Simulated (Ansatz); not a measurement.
A-type hexagonal La2O3, treated with BLYP (Ansatz, a quantum-chemistry and plane-wave program, PAW).

Settings: plane-wave cutoff 520 eV, 12×12×6 k mesh (along the axes of the cell as run), Fermi–Dirac smearing 0.01 eV, scalar-relativistic PAW data made under PBE.

Cell (relaxed at this level):

```xyz
5
Lattice="1.9879 -3.4431 0.0000 1.9879 3.4431 0.0000 0.0000 0.0000 6.3312" Properties=species:S:1:pos:R:3 pbc="T T T"
La     1.9879     1.1477     1.5756
La     1.9879    -1.1477     4.7556
O      0.0000     0.0000     0.0000
O      1.9879     1.1477     4.0826
O      1.9879    -1.1477     2.2486
```

Q: Give the computed bulk modulus, pressure derivative B′ of the bulk modulus and smallest direct gap on the k points sampled.

A: 
- bulk modulus = 103 GPa
- pressure derivative B′ of the bulk modulus = 3.9
- smallest direct gap on the k points sampled = 4.04 eV

Measured, for comparison: bulk modulus 113 GPa (300 K, not corrected to a static lattice; as tabulated in Santana et al. (2016), arXiv:1608.06321). Computed (rounded) less measured: bulk modulus -9 %.

Note: the bulk modulus comes from volumes at which shape and atoms were relaxed.

Spin–orbit coupling is not included.

The computed numbers hold no vibrational or temperature effects.
